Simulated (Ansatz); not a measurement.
## Strontium, fcc: convergence with Gaussian smearing

Computed with Ansatz, PBE, scalar-relativistic PAW, on the relaxed cell (a = 6.038 Å; spin not included). Errors count from a run at 420 eV on a Γ-centred 15×15×15 mesh with Fermi-Dirac smearing of 0.1 eV, extrapolated to zero width. Fixed here: cutoff 420 eV, mesh 9×9×9. The SCF starts from atomic densities corrected by a trained network.

| width (eV) | E(σ→0) error (meV/atom) | F error (meV/atom) | P (GPa) | SCF iterations |
| --- | --- | --- | --- | --- |
| 0.01 | 2.6 | 2.6 | -0.13 | 6 |
| 0.03 | 2.6 | 2.6 | -0.13 | 6 |
| 0.1 | 3.5 | -0.1 | -0.07 | 6 |
| 0.2 | 3.3 | -11.0 | -0.01 | 6 |
| 0.3 | 1.9 | -28.1 | 0.02 | 6 |
| 0.6 | 2.1 | -116.9 | 0.10 | 6 |

**Question.** What does the run at 1.0 give (width)?

**Answer.** E(σ→0) error (meV/atom): -1.8; F error (meV/atom): -328.5; P (GPa): 0.23; SCF iterations: 6.
